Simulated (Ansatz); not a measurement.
`[NH2][AlH][Cl]` + NH₃ → `[NH2][AlH][NH2]` + HCl at 700 K and 1 bar (ligand exchange at the Al–Cl bond).

Isolated molecules relaxed with PBE0-D4/def2-TZVP in Ansatz; ΔE leaves out vibrations. CCSD(T)/CBS is the MP2 limit (def2-TZVPP, def2-QZVPP) plus CCSD(T) − MP2 in def2-TZVPP, frozen cores. This one scheme is used for every species. One conformer a species, not always the lowest.

```csv
species,CCSD(T)/CBS energy (Eh),H − E (kJ/mol),S (J/(mol·K))
`[NH2][AlH][Cl]`,-758.40905,140.9,368.9
NH₃,-56.50880,116.9,226.5
`[NH2][AlH][NH2]`,-354.50518,214.1,384.6
HCl,-460.38127,38.4,211.8
```

H − E and S are ideal-gas, rigid-rotor, harmonic terms from PBE0-D4/def2-TZVP, for one conformer and one mirror image of each species. 1 Eh = 2625.50 kJ/mol, R = 8.31446 J/(mol·K).

Task: By hand: ΔE, ΔH, ΔS and ΔG.

Result: ΔE = (-354.50518) + (-460.38127) − (-758.40905) − (-56.50880) = 0.03140 Eh = 82.4 kJ/mol. Δ(H − E) = 214.1 + 38.4 − 140.9 − 116.9 = -5.3, so ΔH = 77.1 kJ/mol. ΔS = 384.6 + 211.8 − 368.9 − 226.5 = 1.0 J/(mol·K). ΔG = 77.1 − 700 × (1.0)/1000 = 76.4 kJ/mol.

Task: By hand: the equilibrium constant, and the temperature at which ΔG would vanish if ΔH and ΔS stayed fixed.

Result: log₁₀ K = −ΔG/(RT ln 10) = -5.7. ΔG = 0 at ΔH/ΔS = 77100 K, far beyond where these terms or the molecules hold.

The number of gas molecules stays the same, so ΔS is small and ΔH decides. A doubt of 5 kJ/mol in ΔE shifts log₁₀ K by 0.4 here. Other conformers and mirror images would add mixing entropy, several J/(mol·K) or more a flexible species. These are equilibria of isolated gas molecules and say nothing of rates. Largest T1 diagnostic: 0.010 (customary marks: 0.02 for closed shells, 0.045 for open ones).
